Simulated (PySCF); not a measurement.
## Deuteron quadrupole couplings in `CC#CC(F)F`

C4H4F2.
Structure used (GFN2-xTB), in Å, numbered top down from 1:
```xyz
10
C4H4F2 angstrom
C     -2.0720   -0.0709   -0.1662
C     -0.6328   -0.0306   -0.1946
C      0.5654   -0.0208   -0.2470
C      2.0158    0.0364   -0.2519
F      2.5338   -0.3966    0.9285
F      2.4621    1.3105   -0.4159
H     -2.4028   -0.8977    0.4607
H     -2.4597   -0.2089   -1.1746
H     -2.4578    0.8621    0.2417
H      2.4570   -0.5788   -1.0560
```

Level: PBE0/pcSseg-1 (PySCF, non-relativistic); Q(2H) = 0.00286 b; rigid geometry, the same for H and D, with no vibrational averaging.

Task: Tabulate Vzz, the asymmetry η and χzz = 234.96 MHz × Q × Vzz for every hydrogen position.

Result: 
```json
{"atom": "H7", "bonded to": "C1", "bond length (Å)": "1.089", "Vzz (au)": "0.3086", "η": "0.03", "χzz (kHz)": "207"}
{"atom": "H8", "bonded to": "C1", "bond length (Å)": "1.089", "Vzz (au)": "0.3087", "η": "0.03", "χzz (kHz)": "207"}
{"atom": "H9", "bonded to": "C1", "bond length (Å)": "1.089", "Vzz (au)": "0.3085", "η": "0.03", "χzz (kHz)": "207"}
{"atom": "H10", "bonded to": "C4", "bond length (Å)": "1.104", "Vzz (au)": "0.2610", "η": "0.02", "χzz (kHz)": "175"}
```

Isolated species at its GFN2-xTB geometry, gas phase. GFN2-xTB bond lengths can be off by several hundredths of an ångström, more for odd bonds, and the gradients follow them. These gradients aren't converged with respect to the basis.
